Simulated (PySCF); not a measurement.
**HSiO, doublet: molecular constants**

Method: UPBE0 in PySCF with Si def2-TZVP, O def2-TZVP, H def2-TZVP; no relativity; density-fitted integrals.

The structure is a minimum.

```xyz
3
charge 0 multiplicity 2, angstrom
Si    0.4304    0.0000   -0.3024
O    -0.8636    0.0000    0.5008
H     1.7629    0.0000    0.4463
```

```
Point group                                                                   : Cs
Bond lengths                                                                  : Si–H 1.528 Å, Si–O 1.523 Å
Bond angles                                                                   : H–Si–O 118.8°
Spin squared ⟨S²⟩                                                             : 0.758
Principal quadrupole moments (Buckingham, traceless) about the centre of mass : -2.83, 0.00, 2.83 D Å
Lowest empty level (β)                                                        : -3.62 eV
Rotational symmetry number                                                    : 1
Zero-point energy                                                             : 22.5 kJ/mol
Atomisation energy without zero-point energy                                  : 879 kJ/mol
Dipole moment                                                                 : 3.30 D
Heat capacity Cp at 298.15 K                                                  : 38.2 J/(mol K)
Enthalpy at 298.15 K above 0 K                                                : 10.34 kJ/mol
Rotational constants                                                          : 10.26, 0.6645, 0.624 cm⁻¹
Principal polarisabilities                                                    : 24.6, 29.1, 35.6 bohr³
Highest occupied level (α)                                                    : -7.26 eV
Entropy at 298.15 K and 1 bar (electronic part: spin only)                    : 241.7 J/(mol K)
```

Harmonic modes (masses in u: Si 27.977, O 15.995, H 1.008):
| symmetry | ω (cm⁻¹) | IR (km/mol) | type |
| --- | --- | --- | --- |
| a' | 627 | 14.6 | bend |
| a' | 1203 | 28.1 | stretch |
| a' | 1935 | 69.1 | stretch |

Charges (e):
```json
{"atom": "Si1", "Mulliken": "0.40", "Löwdin": "0.23", "polar tensor": "0.56", "spin (Mulliken)": "0.55", "Mayer order to Si1": "–"}
{"atom": "O2", "Mulliken": "-0.42", "Löwdin": "-0.20", "polar tensor": "-0.49", "spin (Mulliken)": "0.21", "Mayer order to Si1": "2.20"}
{"atom": "H3", "Mulliken": "0.02", "Löwdin": "-0.03", "polar tensor": "-0.07", "spin (Mulliken)": "0.23", "Mayer order to Si1": "0.84"}
```

Mulliken populations on Si1: s 5.48, p 7.76, d 0.33, f 0.04.

Other isomers or separated fragments may lie lower.

The final relaxation and frequency run took 25 s on 2 threads of a shared Arm Neoverse V2 host, with 74 basis functions and 14 gradients; the process peaked at 0.72 GiB. Launch command: `OMP_NUM_THREADS=2 python axn.py task.json out`.
